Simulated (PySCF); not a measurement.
Molecule: SMILES CNC(C)=O, C3H7NO.

Atoms are numbered as in `[CH3:1][NH:2][C:3]([CH3:4])=[O:5]`. Each H is labelled by its parent atom.

Geometry PBE0-D3(BJ)/def2-SVP throughout; GIAO in PySCF 2.14.0 with density-fitted response routines, gas phase, one conformer, non-relativistic; equivalent atoms averaged; functional PBE0.

For orientation, 6-311+G(2d,p) gives these absolute shieldings σ: C3 17.7, C1 159.5, C4 164.4, N2 145.7, O5 -78.0, H(N2) 26.90, H(C1) 28.88, H(C4) 29.80 ppm.

A run gave: C3 31.4, C1 172.2, C4 173.0, N2 159.1, O5 -35.6, H(N2) 26.81, H(C1) 28.39, H(C4) 29.59 ppm (absolute shieldings σ).

Which basis set was used in that run?
A. STO-3G
B. def2-SVP
C. cc-pVDZ
D. aug-cc-pVDZ
E. pcSseg-0

Results:

D. H(N2) tells them apart best: aug-cc-pVDZ gives 26.81, STO-3G gives 28.93, pcSseg-0 gives 29.48, def2-SVP gives 27.29, cc-pVDZ gives 27.44 ppm.
